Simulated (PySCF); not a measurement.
**C5H10: core ionisation energies**

C5H10.
Z-matrix (Å and degrees, PBE0-D3(BJ)/def2-SVP geometry), rows numbered from 1:
```
C 
C   1  1.4938
C   2  1.3391  1  127.68
C   3  1.4972  2  127.85  1    -0.65
C   4  1.5268  3  112.66  2  -116.33
H   1  1.1030  2  110.92  3  -121.71
H   1  1.0986  2  112.97  3    -0.57
H   1  1.1031  2  110.80  3   120.49
H   2  1.0970  1  115.25  3  -179.98
H   3  1.0977  2  117.18  1  -179.43
H   4  1.1010  3  110.77  2     7.02
H   4  1.1052  3  108.66  2   122.98
H   5  1.1007  4  111.39  3  -177.01
H   5  1.1018  4  111.25  3   -56.88
H   5  1.1010  4  110.99  3    62.57
```

Theory: delta-SCF UKS SCAN, pcX-2 on the ionised atom, pcseg-1 elsewhere, spin-free X2C (PySCF 2.14.0). Vertical ΔSCF values, vacuum level as zero.

**Question.** List the computed XPS lines with their assignment.

**Answer.** 
```
atom(s)       environment  level  binding energy (eV)  above the level's lowest (eV)  count
     C3  alkene CH carbon   C 1s               289.97                           0.00      1
     C2  alkene CH carbon   C 1s               290.06                          +0.09      1
     C5     methyl carbon   C 1s               290.47                          +0.50      1
     C4    allylic carbon   C 1s               290.57                          +0.60      1
     C1    allylic carbon   C 1s               290.65                          +0.68      1
```

The listed C 1s values span 0.68 eV, from C3 (bonded to C (double bond), C and H) to C1 (bonded to C and 3 H). The widest gap between neighbouring values is 0.41 eV, between 290.06 and 290.47 eV.

**Question.** Express the binding energy of C 1s of C1 in atomic units and per mole.

**Answer.** 290.65 eV = 10.6812 Eh = 28043 kJ/mol.

The structure is a single PBE0-D3(BJ)/def2-SVP conformer in the gas phase; no vibrational or solvent corrections.
